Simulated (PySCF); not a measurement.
SiC at revPBE

Level: revPBE. Si def2-TZVPPD, C def2-TZVPPD; no relativity (PySCF 2.14).

| Item | Value |
| --- | --- |
| state | ³Π (triplet), unpaired electrons σ ↑, π ↑ |
| bond length | 1.734 Å |
| harmonic wavenumber | 947 cm⁻¹ |
| force constant | 4.44 mdyn/Å |
| rotational constant Be | 0.6676 cm⁻¹ |
| anharmonicity ωexe | 5.82 cm⁻¹ |
| vibration–rotation constant αe | 0.00553 cm⁻¹ |
| well depth De to Si + C | 4.58 eV |
| dissociation energy D0 | 4.52 eV |
| bond order (Mayer) | 2.44 |
| dipole moment (positive dipole means Si(−)C(+)) | -1.65 D |

The state is the lowest determinant that a PBE0 search found; another state may lie lower at other levels.
